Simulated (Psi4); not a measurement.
# [CF2]+ (SMILES F[C+]F): levels of theory compared

Wanted: a comparison of 6 runs (U-revPBE/cc-pVTZ, U-wB97X/cc-pVTZ, UB2PLYP/cc-pVTZ, UCAM-B3LYP/cc-pVTZ, UM06-2X/cc-pVTZ, UM06-L/cc-pVTZ) of [CF2]+. 

Program for the calculation: Psi4 1.11.

1 further run of the same task is left out (it didn't finish).

### 1 The structure to begin with

[CF2]+ has 3 atoms, charge +1, and is taken as a doublet. As SMILES, `F[C+]F`. The C2–F3 distance was set to 2.185 Å, away from the relaxed value. At this shape a bond of the SMILES string is far longer than usual.

Bond lengths: F1–C2 1.214 Å. A long bond or contact: C2–F3 2.185 Å.

### 2 Energy and gradient at U-revPBE/cc-pVTZ (run 1)

Contents of input.json:

```json
{
  "schema_name": "qcschema_input",
  "schema_version": 1,
  "molecule": {
    "schema_name": "qcschema_molecule",
    "schema_version": 2,
    "symbols": ["F", "C", "F"],
    "geometry": [2.12321691, 2.64031967, 1.46036523, 1.92781922, 0.38334417, 1.10335817, -1.23744936, -1.42035595, -0.83803684],
    "molecular_charge": 1,
    "molecular_multiplicity": 2,
    "fix_symmetry": "c1"
  },
  "driver": "gradient",
  "model": {
    "method": "revpbe",
    "basis": "cc-pVTZ"
  },
  "keywords": {
    "reference": "uks",
    "puream": true,
    "e_convergence": 1e-09,
    "d_convergence": 1e-08,
    "scf_type": "pk",
    "dft_radial_points": 99,
    "dft_spherical_points": 590,
    "maxiter": 100,
    "scf_properties": ["MULLIKEN_CHARGES", "LOWDIN_CHARGES", "WIBERG_LOWDIN_INDICES"]
  }
}
```

On the command line:

```console
$ psi4 --qcschema input.json -n 1 --memory 2200MB
```

stdout:

```text
[...]
  Running in c1 symmetry.
[...]
  Nuclear repulsion =   50.713379155896355
[...]
  Multiplicity = 2
[...]
  Nalpha       = 12
  Nbeta        = 11
[...]
    Number of basis functions: 90
[...]
   @UKS iter   1:  -237.11891219089918    1.78011e-02   3.47883e-03 DIIS/ADIIS
[...]
   @UKS iter  18:  -237.19142852121431   -4.00746e-12   7.14330e-09 DIIS
[...]
   @S^2 Observed:                7.543318714E-01
[...]
  @UKS Final Energy:  -237.19142852121431
   => Energetics <=
    Nuclear Repulsion Energy =             50.7133791558963551
    One-Electron Energy =                -421.2924089827160401
    Two-Electron Energy =                 159.0128098825018697
    DFT Exchange-Correlation Energy =     -25.6252085768964868
    Empirical Dispersion Energy =           0.0000000000000000
    VV10 Nonlocal Energy =                  0.0000000000000000
    Total Energy =                       -237.1914285212143056
[...]
 Multipole Moments:
 ------------------------------------------------------------------------------------
     Multipole            Electronic (a.u.)      Nuclear  (a.u.)        Total (a.u.)
 ------------------------------------------------------------------------------------
 L = 1.  Multiply by 2.5417464519 to convert [e a0] to [Debye]
 Dipole X            :          0.4925257            0.4032747            0.8958004
 Dipole Y            :          0.5191778           -0.0545637            0.4646141
 Dipole Z            :         -0.0000000           -0.0000000           -0.0000000
 Magnitude           :                                                    1.0091208
[...]
  Mulliken Charges: (a.u.)
   Center  Symbol    Alpha    Beta     Spin     Total
       1     F     4.35118  4.35043  0.00075  0.29839
       2     C     2.72933  2.69940  0.02993  0.57127
       3     F     4.91949  3.95017  0.96931  0.13034
   Total alpha = 12.00000, Total beta = 11.00000, Total charge =  1.00000
  Lowdin Charges: (a.u.)
   Center  Symbol    Alpha    Beta     Spin     Total
       1     F     4.16961  4.16763  0.00198  0.66276
       2     C     2.93886  2.90257  0.03629  0.15858
       3     F     4.89153  3.92980  0.96173  0.17867
[...]
  -Total Gradient:
     Atom            X                  Y                   Z
    ------   -----------------  -----------------  -----------------
       1        0.010814750186     0.035706961556    -0.000000000000
       2       -0.003530659314    -0.028807608123    -0.000000000000
       3       -0.007285970401    -0.006871205846     0.000000000000
[...]
```

The result, in JSON:

```text
{
 "driver": "gradient",
 "model": {
  "method": "revpbe",
  "basis": "cc-pVTZ"
 },
 "success": true,
 "return_result": [0.01081475018598431, 0.035706961555908134, -1.6064390558454497e-14, -0.0035306593141446047, -0.028807608123310624, -6.640898879530205e-15, -0.007285970400599369, -0.00687120584600804, 4.008644654232814e-14],
 "properties": {
  "calcinfo_nbasis": 90,
  "calcinfo_nmo": 90,
  "calcinfo_nalpha": 12,
  "calcinfo_nbeta": 11,
  "calcinfo_natom": 3,
  "nuclear_repulsion_energy": 50.713379155896355,
  "return_energy": -237.1914285212143,
  "return_gradient": [0.01081475018598431, 0.035706961555908134, -1.6064390558454497e-14, -0.0035306593141446047, -0.028807608123310624, -6.640898879530205e-15, -0.007285970400599369, -0.00687120584600804, 4.008644654232814e-14],
  "scf_one_electron_energy": -421.29240898271604,
  "scf_two_electron_energy": 159.01280988250187,
  "scf_xc_energy": -25.625208576896487,
  "scf_dipole_moment": [0.89580043011089, 0.46461414744541696, -3.412669206205013e-16],
  "scf_total_energy": -237.1914285212143,
  "scf_total_gradient": [0.01081475018598431, 0.035706961555908134, -1.6064390558454497e-14, -0.0035306593141446047, -0.028807608123310624, -6.640898879530205e-15, -0.007285970400599369, -0.00687120584600804, 4.008644654232814e-14],
  "scf_iterations": 18
 }
}
```

Run time: 52 s. Hardware: 1 thread of Intel Xeon at 2.50GHz (Skylake/Cascade Lake), shared host; peak memory 0.7 GiB.

### 3 Energy and forces at U-wB97X/cc-pVTZ (run 2)

Contents of job.json:

```json
{
 "schema_name": "qcschema_input",
 "schema_version": 1,
 "molecule": {
  "schema_name": "qcschema_molecule",
  "schema_version": 2,
  "symbols": ["F", "C", "F"],
  "geometry": [2.12321691, 2.64031967, 1.46036523, 1.92781922, 0.38334417, 1.10335817, -1.23744936, -1.42035595, -0.83803684],
  "molecular_charge": 1,
  "molecular_multiplicity": 2,
  "fix_symmetry": "c1"
 },
 "driver": "gradient",
 "model": {
  "method": "wb97x",
  "basis": "cc-pVTZ"
 },
 "keywords": {
  "reference": "uks",
  "puream": true,
  "e_convergence": 1e-09,
  "d_convergence": 1e-08,
  "scf_type": "pk",
  "dft_radial_points": 99,
  "dft_spherical_points": 590,
  "maxiter": 100,
  "scf_properties": ["QUADRUPOLE", "MULLIKEN_CHARGES", "WIBERG_LOWDIN_INDICES"]
 }
}
```

On the command line:

```console
$ psi4 --qcschema job.json -n 1 --memory 2200MB
```

stdout:

```text
[...]
  Running in c1 symmetry.
[...]
  Nuclear repulsion =   50.713379155896355
[...]
  Multiplicity = 2
[...]
  Nalpha       = 12
  Nbeta        = 11
[...]
    Number of basis functions: 90
[...]
   @UKS iter   1:  -236.79700086621989   -3.56384e-02   7.74193e-03 ADIIS/DIIS
[...]
   @UKS iter  32:  -237.20200264526602   -5.75255e-11   4.83292e-09 DIIS
[...]
   @S^2 Observed:                7.530229772E-01
[...]
  @UKS Final Energy:  -237.20200264526602
   => Energetics <=
    Nuclear Repulsion Energy =             50.7133791558963551
    One-Electron Energy =                -421.3656225118924681
    Two-Electron Energy =                 152.1007232860096963
    DFT Exchange-Correlation Energy =     -18.6504825752795895
    Empirical Dispersion Energy =           0.0000000000000000
    VV10 Nonlocal Energy =                  0.0000000000000000
    Total Energy =                       -237.2020026452660204
[...]
 Multipole Moments:
 ------------------------------------------------------------------------------------
     Multipole            Electronic (a.u.)      Nuclear  (a.u.)        Total (a.u.)
 ------------------------------------------------------------------------------------
 L = 1.  Multiply by 2.5417464519 to convert [e a0] to [Debye]
 Dipole X            :          0.5958661            0.4032747            0.9991408
 Dipole Y            :          0.5335085           -0.0545637            0.4789448
 Dipole Z            :         -0.0000000           -0.0000000           -0.0000000
 Magnitude           :                                                    1.1080029
 L = 2.  Multiply by 1.3450342976 to convert [e a0^2] to [Debye ang]
 Quadrupole XX       :        -93.1736598           86.6508235           -6.5228363
 Quadrupole XY       :        -71.2632484           72.6711413            1.4078928
[...]
  Mulliken Charges: (a.u.)
   Center  Symbol    Alpha    Beta     Spin     Total
       1     F     4.36334  4.36387 -0.00053  0.27280
       2     C     2.68795  2.68302  0.00493  0.62903
       3     F     4.94872  3.95311  0.99561  0.09817
   Total alpha = 12.00000, Total beta = 11.00000, Total charge =  1.00000
  Wiberg Bond Indices using Orthogonal Lowdin Orbitals:
  Total Bond Index:
  Irrep: 1 Size: 3 x 3
[...]
  -Total Gradient:
     Atom            X                  Y                   Z
    ------   -----------------  -----------------  -----------------
       1        0.017245243988     0.070134944707     0.000000000000
       2       -0.019831315724    -0.067334759492     0.000000000000
       3        0.002582336458    -0.002794986455     0.000000000000
[...]
```

The result, in JSON:

```text
{
 "driver": "gradient",
 "model": {
  "method": "wb97x",
  "basis": "cc-pVTZ"
 },
 "success": true,
 "return_result": [0.017245243987882755, 0.0701349447070419, 3.366017222610146e-14, -0.019831315723730238, -0.06733475949222822, 5.829156699524345e-15, 0.0025823364580841376, -0.002794986455150965, 3.9320650623445444e-15],
 "properties": {
  "calcinfo_nbasis": 90,
  "calcinfo_nmo": 90,
  "calcinfo_nalpha": 12,
  "calcinfo_nbeta": 11,
  "calcinfo_natom": 3,
  "nuclear_repulsion_energy": 50.713379155896355,
  "return_energy": -237.20200264526602,
  "return_gradient": [0.017245243987882755, 0.0701349447070419, 3.366017222610146e-14, -0.019831315723730238, -0.06733475949222822, 5.829156699524345e-15, 0.0025823364580841376, -0.002794986455150965, 3.9320650623445444e-15],
  "scf_one_electron_energy": -421.36562251189247,
  "scf_two_electron_energy": 152.1007232860097,
  "scf_xc_energy": -18.65048257527959,
  "scf_dipole_moment": [0.9991407632616623, 0.4789447965437963, -6.562180465557575e-15],
  "scf_total_energy": -237.20200264526602,
  "scf_total_gradient": [0.017245243987882755, 0.0701349447070419, 3.366017222610146e-14, -0.019831315723730238, -0.06733475949222822, 5.829156699524345e-15, 0.0025823364580841376, -0.002794986455150965, 3.9320650623445444e-15],
  "scf_iterations": 32
 }
}
```

It took 83 s on 1 thread of Intel Xeon at 2.50GHz (Skylake/Cascade Lake), shared host; peak memory 0.76 GiB.

Runs 3 to 5 aren't shown in full; the table further down has their settings and results.

### 4 Energy and gradient at UM06-L/cc-pVTZ (run 6)

Contents of job.py:

```python
import psi4

psi4.set_memory('2200 MB')
psi4.set_num_threads(1)
psi4.core.set_output_file('cf2.out', False)

mol = psi4.geometry("""
1 2
F      1.123558     1.397197     0.772792
C      1.020158     0.202857     0.583872
F     -0.654830    -0.751620    -0.443470
symmetry c1
""")

options = {'basis': 'cc-pVTZ', 'reference': 'uks', 'puream': True, 'e_convergence': 1e-09, 'd_convergence': 1e-08, 'scf_type': 'pk', 'dft_radial_points': 99, 'dft_spherical_points': 590, 'maxiter': 100}
psi4.set_options(options)

e_tot, wfn = psi4.gradient("m06-l", return_wfn=True)
print('gradient / Eh bohr^-1')
print(e_tot.np.round(6))
print(f'energy = {wfn.energy():.10f} Eh')
```

On the command line:

```console
$ python job.py
```

cf2.out:

```text
[...]
  Running in c1 symmetry.
[...]
  Nuclear repulsion =   50.713379128269082
[...]
  Multiplicity = 2
[...]
  Nalpha       = 12
  Nbeta        = 11
[...]
    Number of basis functions: 90
[...]
   @UKS iter   1:  -237.10616876824309   -1.54113e-02   4.16989e-03 ADIIS/DIIS
[...]
   @UKS iter  22:  -237.22022969309171   -4.29168e-12   4.58935e-09 DIIS
[...]
   @S^2 Observed:                7.573843007E-01
[...]
    Orbital Energies [Eh]
    ---------------------
    Alpha Occupied:
       1A    -25.022957     2A    -24.867497     3A    -10.648295
       4A     -1.721010     5A     -1.469205     6A     -1.036213
       7A     -0.886910     8A     -0.886361     9A     -0.782796
      10A     -0.734007    11A     -0.678383    12A     -0.669572
    Alpha Virtual:
      13A     -0.487070    14A     -0.472345    15A     -0.146656
      16A      0.047410    17A      0.050790    18A      0.063092
      19A      0.119196    20A      0.291164    21A      0.311495
      22A      0.356667    23A      0.400509    24A      0.430381
      25A      0.484681    26A      0.525599    27A      0.531773
[...]
  @UKS Final Energy:  -237.22022969309171
   => Energetics <=
    Nuclear Repulsion Energy =             50.7133791282690822
    One-Electron Energy =                -421.4351147334510301
    Two-Electron Energy =                 159.2087048921432597
    DFT Exchange-Correlation Energy =     -25.7071989800530183
    Empirical Dispersion Energy =           0.0000000000000000
    VV10 Nonlocal Energy =                  0.0000000000000000
    Total Energy =                       -237.2202296930917100
[...]
 Multipole Moments:
 ------------------------------------------------------------------------------------
     Multipole            Electronic (a.u.)      Nuclear  (a.u.)        Total (a.u.)
 ------------------------------------------------------------------------------------
 L = 1.  Multiply by 2.5417464519 to convert [e a0] to [Debye]
 Dipole X            :          0.5025788            0.4032747            0.9058535
 Dipole Y            :          0.5066320           -0.0545637            0.4520683
 Dipole Z            :          0.0000000           -0.0000000            0.0000000
 Magnitude           :                                                    1.0123914
[...]
  -Total Gradient:
     Atom            X                  Y                   Z
    ------   -----------------  -----------------  -----------------
       1        0.016385745678     0.066137806691    -0.000000000000
       2       -0.015265766690    -0.061643127328    -0.000000000000
       3       -0.001108490439    -0.004412500456     0.000000000000
[...]
```

The script printed:

```text
gradient / Eh bohr^-1
[[ 0.016386  0.066138 -0.      ]
 [-0.015266 -0.061643 -0.      ]
 [-0.001108 -0.004413  0.      ]]
energy = -237.2202296931 Eh
```

Wall time 73 s (1 thread of Intel Xeon at 2.50GHz (Skylake/Cascade Lake), shared host); peak memory 1.2 GiB.

### 5 All runs side by side

| run | level | task | frozen core orbitals | energy (Eh) | HOMO energy (eV) | LUMO energy (eV) | ⟨S²⟩ | wall time |
| --- | --- | --- | --- | --- | --- | --- | --- | --- |
| 1 | U-revPBE/cc-pVTZ | gradient | 0 | -237.191429 | -16.89 | -15.70 | 0.754 | 52 s |
| 2 | U-wB97X/cc-pVTZ | gradient | 0 | -237.202003 | -21.30 | -10.81 | 0.753 | 83 s |
| 3 | UB2PLYP/cc-pVTZ (density fitting for correlation) | energy | 3 | -237.125185 | -20.81 | -10.64 | 0.753 | 47 s |
| 4 | UCAM-B3LYP/cc-pVTZ | gradient | 0 | -237.187359 | -20.40 | -12.22 | 0.753 | 70 s |
| 5 | UM06-2X/cc-pVTZ | gradient | 0 | -237.175262 | -20.86 | -11.47 | 0.753 | 90 s |
| 6 | UM06-L/cc-pVTZ | gradient | 0 | -237.220230 | -17.29 | -14.62 | 0.757 | 73 s |

### 6 Summary of results

```
                                 quantity          value
                      run 6: total energy  -237.22023 Eh
run 6: HOMO energy (highest over α and β)      -17.29 eV
 run 6: LUMO energy (lowest over α and β)      -14.62 eV
                              run 6: ⟨S²⟩          0.757
          run 6: largest force on an atom     3.504 eV/Å
```

Totals of different functionals can't be ranked against each other. All runs together took 6.9 min, the longest 90 s.
